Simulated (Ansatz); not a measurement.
triplet SH(+): levels of theory in one basis

```csv
atom,x (Å),y (Å),z (Å)
S,-0.0228,0.0382,-0.7114
H,0.0470,-0.0170,0.6898
```

Basis set: def2-SVP (spherical functions). Frozen core: 5 orbitals. Correlation on ROHF uses semicanonical orbitals with singles. Charge 1, multiplicity 3.

Computed with Ansatz (development build ahead of 0.2.0); each method stands on the lowest determinant of its kind that the runs found.

```csv
method,E − E(ROHF) (eV),<S²> of the determinant
ROHF,0.00,–
UHF,-0.18,2.02
ROHF-MP2,-2.61,–
UHF-MP2,-2.59,2.02
ROHF-CCSD(T),-3.27,–
UHF-CCSD(T),-3.27,2.02
```
